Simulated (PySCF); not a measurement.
**Orbital picture of SiS⁺**

PBEsol at R = 2.089 Å; PySCF, no relativity, basis sets Si aug-pcseg-1, S aug-pcseg-1. State: ²Π (doublet), unpaired electrons π ↑. Only the outer orbitals are listed, counted within each symmetry.

```tsv
spin	orbital	occ.	ε (eV)	on Si (%)	main shells (%)
α	7σ	1	-25.33	11	85 S s
α	8σ	1	-18.29	61	61 Si s, 23 S p, 15 S s
α	3π	1	-15.20	8	90 S p, 8 Si p
α	3π	1	-14.20	12	86 S p, 12 Si p
α	9σ	1	-14.02	62	40 S p, 34 Si s, 27 Si p
α	4π	0	-10.49	85	85 Si p, 12 S p
α	4π	0	-10.06	81	81 Si p, 16 S p
α	10σ	0	-6.53	92	84 Si p, 23 S p
β	7σ	1	-24.48	16	81 S s, 11 Si s
β	8σ	1	-17.96	62	63 Si s, 20 S p, 17 S s
β	9σ	1	-13.83	60	41 S p, 30 Si p, 29 Si s
β	3π	1	-13.83	16	82 S p, 16 Si p
β	3π	0	-13.63	18	80 S p, 18 Si p
β	4π	0	-9.99	79	79 Si p, 20 S p
β	4π	0	-9.93	77	77 Si p, 21 S p
```

Problem. Which are the highest filled and the lowest empty level, where do they sit, and how wide is the gap?

Solution. Highest filled β 3π at -13.83 eV (in %: 82 S p, 16 Si p); lowest empty β 3π at -13.63 eV (in %: 80 S p, 18 Si p); the gap at PBEsol is 0.20 eV. Both belong to one degenerate shell, split only by its one-sided filling, so this is no excitation gap.

```json
{"bond order (Mayer)": "1.20", "⟨S²⟩": "0.754", "charge on Si (Mulliken, basis-dependent)": "0.91", "charge on Si (Löwdin, basis-dependent)": "0.86", "dipole moment (positive dipole points towards S; it is taken about the centre of mass and depends on that origin)": "-2.18 D"}
```

The state is the lowest determinant that a PBE0 search found; another state may lie lower at other levels.
